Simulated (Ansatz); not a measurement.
One change: `CSS` becomes `[SiH3]SS`.

Ansatz, PBE0-D4/def2-TZVP geometries, multiplicity 1. Each molecule was computed in one conformer, which needn't be the lowest.

```
                                        property  `CSS`
             HOMO–LUMO gap (PBE/def2-TZVPP) / eV   4.20
size of the dipole moment (B3LYP/def2-TZVPP) / D   1.72
             LUMO energy (B3LYP/def2-TZVPP) / eV  -0.74
           LUMO energy (ωB97M-V/def2-TZVPP) / eV   1.59
               LUMO energy (PBE/def2-TZVPP) / eV  -1.50
            HOMO–LUMO gap (PBE0/def2-TZVPP) / eV   6.43
```

**Question.** What does the change do to each property? (Best estimate.)

**Answer.** Computed: 
```
                                        property  `[SiH3]SS`  shift
             HOMO–LUMO gap (PBE/def2-TZVPP) / eV        3.92  -0.28
size of the dipole moment (B3LYP/def2-TZVPP) / D        1.14  -0.58
             LUMO energy (B3LYP/def2-TZVPP) / eV       -1.42  -0.68
           LUMO energy (ωB97M-V/def2-TZVPP) / eV        0.87  -0.72
               LUMO energy (PBE/def2-TZVPP) / eV       -2.19  -0.69
            HOMO–LUMO gap (PBE0/def2-TZVPP) / eV        6.11  -0.32
```

With PBE0 the HOMO falls by 0.38 eV and the LUMO falls by 0.71 eV, so the gap narrows by about 0.33 eV. PBE moves the HOMO by -0.42 eV and ωB97M-V by -0.33 eV. Dipoles are sizes alone; their direction can turn.

B3LYP here is the variant with VWN-RPA as its local correlation; programs differ in this.
